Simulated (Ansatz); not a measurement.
This Ansatz (an electronic-structure program) input (MP2/cc-pwCVQZ) gives -177.11126 Eh with 312 basis functions. A basis named .json is the Basis Set Exchange file of that set (core-valence sets with the plain set on hydrogen).

Ansatz 0.2 input:
```yaml
crystal:
  periodic: [false, false, false]
  atoms:
    - {symbol: C, position_ang: [0.13152232, 0.38672480, 0.01599482]}
    - {symbol: C, position_ang: [1.26715633, -0.26934746, -0.00652910]}
    - {symbol: F, position_ang: [-1.14692546, -0.29258346, -0.01565564]}
    - {symbol: H, position_ang: [-0.14655768, 1.44553984, 0.05762139]}
    - {symbol: H, position_ang: [2.07681501, 0.48344726, 0.02648506]}
basis:
  gaussian:
    orbitals: cc-pwCVQZ.json
total_charge: -1
magnetization: {spin_polarized: false}
correlation: {method: mp2, frozen_orbitals: {C: 0, F: 0, H: 0}}
```

Change:
```diff
- orbitals: cc-pwCVQZ.json
+ orbitals: cc-pCVQZ.json
```

What does the run give now?

-177.11129 Eh (MP2/cc-pCVQZ, 312 functions), a change of -0.03 mEh.
